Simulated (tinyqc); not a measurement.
The basis set: RHF and MP2 along a ladder of basis sets, for CH3+, spin multiplicity 1. Computed by the program tinyqc with PySCF. 

Geometry (angstrom):

| atom | x | y | z |
|---|---|---|---|
| C | 0.0000 | 0.0000 | 0.0690 |
| H | 1.0090 | 0.0000 | 0.0000 |
| H | -0.5050 | 0.8740 | 0.0000 |
| H | -0.5050 | -0.8740 | 0.0000 |

Same geometry throughout; the dipole is taken about the origin.

RHF and frozen-core MP2 in a ladder of bases:

| basis | functions | E(RHF) (hartree) | E(MP2 corr) (hartree) | HOMO (eV) | LUMO (eV) | dipole (debye) |
|---|---|---|---|---|---|---|
| sto-3g | 8 | -38.74416 | -0.03609 | -27.624 | -7.372 | 0.256 |
| 3-21g | 15 | -38.99665 | -0.06361 | -26.972 | -7.987 | 0.235 |
| 6-31g | 15 | -39.20357 | -0.06081 | -26.880 | -7.892 | 0.236 |
| 6-31g** | 29 | -39.22287 | -0.10727 | -26.881 | -7.822 | 0.246 |
| cc-pvdz | 29 | -39.21901 | -0.10225 | -26.852 | -7.870 | 0.260 |
| aug-cc-pvdz | 50 | -39.22031 | -0.10529 | -26.849 | -7.969 | 0.256 |
| cc-pvtz | 72 | -39.23478 | -0.13020 | -26.880 | -7.925 | 0.252 |

From cc-pVDZ to cc-pVTZ the RHF energy falls by 15.8 mhartree and the correlation energy by 28.0. If valence correlation converges as X^-3, (27 E(T) - 8 E(D))/19 gives -0.1420 hartree, a rough estimate from such small X that usually falls short; STO-3G holds about 25 % of it. Beyond STO-3G the LUMO moves by 0.2 eV and the HOMO by 0.1 eV.
